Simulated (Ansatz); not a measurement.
CH6Si, SMILES `C[SiH3]`, one more setting.

```yaml
crystal:
  periodic: [false, false, false]
  atoms:
    - {symbol: C, position_ang: [-0.274103, 0.198263, -1.028831]}
    - {symbol: Si, position_ang: [0.135780, -0.176965, 0.793150]}
    - {symbol: H, position_ang: [-1.407508, 0.135704, -1.018854]}
    - {symbol: H, position_ang: [0.319551, -0.346181, -1.614399]}
    - {symbol: H, position_ang: [0.232975, 1.157101, -1.177900]}
    - {symbol: H, position_ang: [-0.720139, 0.514684, 1.830918]}
    - {symbol: H, position_ang: [1.603769, -0.160780, 1.144664]}
    - {symbol: H, position_ang: [-0.231145, -1.632682, 1.177667]}
basis:
  gaussian: {orbitals: cc-pVTZ}
hamiltonian: {xc: {name: wPBEh}}
output: {forces: true}
```

```sh
$ ansatz run in.yaml --threads 2 --pin off --events-out ev --progress --plain --max-ram 32768MiB --backend cpu
```

Shortened log:

```
Functional definition: wPBEh
817 factors; their error is unknown
90 factors; integrals over basis functions are off by at most 1.3e-6 eV
mean field evaluation 1: about -9002.8843 eV, gradient 4.8e1 eV
mean field evaluation 2: about -8999.6663 eV, gradient 5.5e1 eV
mean field evaluation 4: about -9008.1524 eV, gradient 8.4e-1 eV
mean field evaluation 8: about -9008.1847 eV, gradient 2.2e-1 eV
mean field -9008.18471065 eV, -331.0446821495 hartree, gradient 3.0e-5 eV, S^2 0.000000; 0 other end points of the search recorded, 0 dependent functions left out
reference -9008.18474679 eV, -331.0446834775 hartree; 13, 13 occupied and 135, 135 virtual orbitals, 817 factors
Total energy: -9008.18474679 eV, -331.0446834775 hartree
Atom 0 at    -0.274103     0.198263    -1.028831 Å, force    -1.977476     2.548916     3.998177 eV/Å
Atom 1 at     0.135780    -0.176965     0.793150 Å, force    -0.179757    -1.724147     0.771583 eV/Å
Atom 2 at    -1.407508     0.135704    -1.018854 Å, force     1.598167     0.301554    -0.982127 eV/Å
Atom 3 at     0.319551    -0.346181    -1.614399 Å, force     1.454217    -3.191879    -2.613207 eV/Å
Atom 4 at     0.232975     1.157101    -1.177900 Å, force    -1.119916     0.663732    -0.044504 eV/Å
Atom 5 at    -0.720139     0.514684     1.830918 Å, force     0.371646     0.350052    -0.487197 eV/Å
Atom 6 at     1.603769    -0.160780     1.144664 Å, force    -0.301151     0.415779    -0.159518 eV/Å
Atom 7 at    -0.231145    -1.632682     1.177667 Å, force     0.154269     0.635992    -0.483208 eV/Å
Dipole moment:    -0.003608     0.137319    -0.216285 e Å
```

It took 1.7 s on 2 threads of an AMD EPYC 7R13 on a shared host, with 0.32 GiB of host memory at the peak.
